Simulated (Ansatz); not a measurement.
Consider the formal hydrolysis of a C–C bond: `CNC(C)O` + H₂O → `CNC(O)O` + CH₄.

Isolated molecules relaxed with PBE0-D4/def2-TZVP in Ansatz; ΔE leaves out vibrations. CCSD(T)/CBS is the MP2 limit (def2-TZVPP, def2-QZVPP) plus CCSD(T) − MP2 in def2-TZVPP, frozen cores. This one scheme is used for every species. Functionals use def2-TZVPP. Each species was taken in one conformer, which may not be the lowest.

```csv
level,ΔE (kJ/mol)
ωB97X-V,-8.2
PBE0,-6.9
```

(1) What does CCSD(T)/CBS give? (Best estimate.)

Largest T1 diagnostic among the species: 0.011.

Results:

(1) Computed: +4.0 kJ/mol. The listed levels differ from it by -12.2, -10.9 kJ/mol.

The D4 term adds +3.9 kJ/mol with B3LYP and +2.3 kJ/mol with PBE0; it sums over pairs of atoms, weighted by their polarisabilities, and B3LYP, whose exchange is more repulsive, gets the larger term. In def2-TZVPP, CCSD(T) changes the Hartree–Fock value by +14.5 kJ/mol (the triples alone add +0.6 kJ/mol) and MP2 by +18.5 kJ/mol.

B3LYP here is the variant with VWN-RPA as its local correlation; programs differ in this.
